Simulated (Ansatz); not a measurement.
Results of G0W0@PBE (Ansatz, an electronic-structure program, plane waves, hard PAW, contour deformation) for wurtzite AlN.

The cell has the measured lattice parameters. Conventional cell: a = 3.1120 Å, b = 3.1120 Å, c = 4.9820 Å, α = 90.00°, β = 90.00°, γ = 120.00°.

The quasiparticle gap at Γ at a fixed k mesh 3×3×2:

| response cutoff | value (eV) |
|---|---|
| 250 eV, 689 empty bands | 5.814 |
| 300 eV, 906 empty bands | 5.829 |
| 400 eV, 1394 empty bands | 5.845 |
| 500 eV, 1949 empty bands | 5.853 |

Taking the value to converge with the response cutoff E as E^(−3/2), extrapolate from the last two rows.

With y = y∞ + c/w and weights w = 8000 and 11180 for the last two rows, y∞ = (w2 y2 − w1 y1)/(w2 − w1) = (11180 × 5.853 − 8000 × 5.845)/3180 = 5.873 eV, which lies 0.020 beyond the last row. Successive pairs of rows give 5.877, 5.875, 5.873. The limit also hangs on the law assumed, so its last digits aren't firm.

The other settings are not extrapolated, so this is the limit in one setting alone.
